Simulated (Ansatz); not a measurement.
```yaml
crystal:
  periodic: [false, false, false]
  atoms:
    - {symbol: Sb, position_ang: [0.000000, 0.000000, 0.000000]}
    - {symbol: H, position_ang: [0.946745, 0.949216, 0.947638]}
    - {symbol: H, position_ang: [-0.949929, -0.945577, 0.948089]}
    - {symbol: H, position_ang: [-0.945802, 0.946514, -0.951275]}
    - {symbol: H, position_ang: [0.948986, -0.950153, -0.944452]}
basis:
  gaussian: {orbitals: def2-TZVP}
total_charge: 1
hamiltonian: {xc: pbe0}
relax: {f_tol: 0.004, max_steps: 80}
```

```sh
$ ansatz run in.yaml --threads 1 --pin off --events-out ev --progress --plain --max-ram 2176MiB
```

Steps of the relaxation (energy above the last step; positions in Å, forces in eV/Å):

```
5
step 1, 18.0 meV
Sb    0.000    0.000    0.000    0.000    0.000    0.000
H     0.947    0.949    0.948    0.231    0.232    0.232
H    -0.950   -0.946    0.948   -0.232   -0.231    0.232
H    -0.946    0.947   -0.951   -0.231    0.231   -0.232
H     0.949   -0.950   -0.944    0.232   -0.232   -0.231
```

```
5
step 2, 3.1 meV
Sb    0.000    0.000    0.000    0.000    0.000    0.000
H     0.966    0.968    0.966   -0.091   -0.092   -0.091
H    -0.969   -0.964    0.967    0.092    0.091   -0.091
H    -0.965    0.965   -0.970    0.091   -0.091    0.092
H     0.968   -0.969   -0.963   -0.092    0.092    0.091
```

```
5
step 3, 0.0 meV
Sb    0.000    0.000    0.000    0.000    0.000    0.000
H     0.960    0.962    0.961    0.003    0.003    0.003
H    -0.963   -0.959    0.961   -0.003   -0.003    0.003
H    -0.959    0.960   -0.964   -0.003    0.003   -0.003
H     0.962   -0.963   -0.957    0.003   -0.003   -0.003
```

Close pairs at the end: Sb1–H3 1.664 Å, Sb1–H4 1.664 Å, Sb1–H5 1.664 Å, Sb1–H2 1.664 Å.

A stationary point of restricted PBE0 after 3 steps (its stability towards spin polarisation wasn't tested); no frequencies were run, so it isn't proven a minimum. 2.8 s on 1 thread of Intel Xeon 6975P-C, shared host.
